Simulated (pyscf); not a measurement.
PySCF, gas phase, ωB97X-D3(BJ)/def2-SVP geometries. MP2 and CC: frozen core, UHF for open shells. ΔMP2 is the change of the MP2 total energy from the triple- to the quadruple-zeta basis.

### Question
PBE/def2-TZVP puts the barrier of silanol (HO–SiH₃) + silane (SiH₄) → disilane (H₃Si–SiH₃) + water (H₂O) (four-centre exchange; singlet surface; O–Si, H–Si broken, Si–Si, H–O formed) at 209.7 kJ/mol and the reaction energy at +68.2 kJ/mol, from the separated reactants. What do r²SCAN/def2-TZVP, M06-2X/def2-TZVP, CCSD(T)/def2-TZVPP + ΔMP2(QZVPP) give on the same structures?

### Answer
r²SCAN: ΔE‡ = 234.3 kJ/mol, ΔE = +82.9 kJ/mol; M06-2X: ΔE‡ = 256.7 kJ/mol, ΔE = +95.3 kJ/mol; CCSD(T): ΔE‡ = 258.6 kJ/mol, ΔE = +80.8 kJ/mol. PBE's barrier lies under all of them, by 24.6 to 48.9 kJ/mol. Its reaction energy lies under all of them, by 12.6 to 27.0 kJ/mol. Low barriers are usual for a GGA, whose delocalisation error favours stretched bonds. This is the saddle that the search found; another between the same sides may lie lower. The CCSD(T) − MP2 part came from Ansatz, without density fitting, on the same reference.
